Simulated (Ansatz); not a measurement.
Input file:

```yaml
crystal:
  periodic: [false, false, false]
  atoms:
    - { symbol: Al, position_ang: [-0.9486, 0.1506, -0.3435] }
    - { symbol: O, position_ang: [1.1385, 0.3507, 0.2519] }
    - { symbol: O, position_ang: [-0.4557, -1.3716, -0.5619] }
    - { symbol: H, position_ang: [0.5679, -0.7299, -0.1339] }
    - { symbol: H, position_ang: [-1.8574, 1.3509, -0.3184] }
    - { symbol: H, position_ang: [1.5554, 0.2492, 1.1057] }
magnetization:
  spin_polarized: true
basis:
  gaussian: { orbitals: def2-SVP }
hamiltonian:
  xc: pbe
  dispersion: d4
relax:
  f_tol: 0.15
  max_steps: 25
  restrain:
    - { distance: [3, 1], at: 2.27, k: 30.0 }
    - { distance: [0, 1], at: 1.87, k: 30.0 }
    - { distance: [3, 2], at: 0.97, k: 30.0 }
```

Command:

```bash
$ ansatz run input.yaml --threads 2 --pin off --max-ram 3072MiB --backend cpu --events-out ev --progress --plain --runs-dir out
```

Hardware: 2 threads of Intel(R) Xeon(R) Processor @ 2.50GHz (Skylake/Cascade Lake), on a shared host.

Question: Roughly how long does this run take, and how much memory?

Answer: 49 s, with a peak of 0.14 GiB, for 8 ionic steps.
